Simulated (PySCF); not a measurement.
# NaH⁺ at r²SCAN

Level: r²SCAN. Na pcseg-2, H pcseg-2; no relativity (PySCF 2.14).

```
state                                                                                                             : ²Σ⁺ (doublet), unpaired electrons σ ↑
bond length                                                                                                       : 2.552 Å
harmonic wavenumber                                                                                               : 352 cm⁻¹
force constant                                                                                                    : 0.0706 mdyn/Å
rotational constant Be                                                                                            : 2.680 cm⁻¹
anharmonicity ωexe                                                                                                : 34.2 cm⁻¹
vibration–rotation constant αe                                                                                    : 0.296 cm⁻¹
well depth De to Na⁺ + H                                                                                          : 8 kJ/mol
dissociation energy D0                                                                                            : 6 kJ/mol
bond order (Mayer)                                                                                                : 0.10
dipole moment (positive dipole points towards H; it is taken about the centre of mass and depends on that origin) : -0.03 D
```

The bond is weak. Basis-set superposition, not corrected here, can be much of De in a small basis, most of all at correlated wavefunction levels. For an ion De counts to the pair picked by the measured ionisation energies or electron affinities, which need not be the lowest pair at this level. The state was picked by a PBE0 search and need not be the measured ground state.
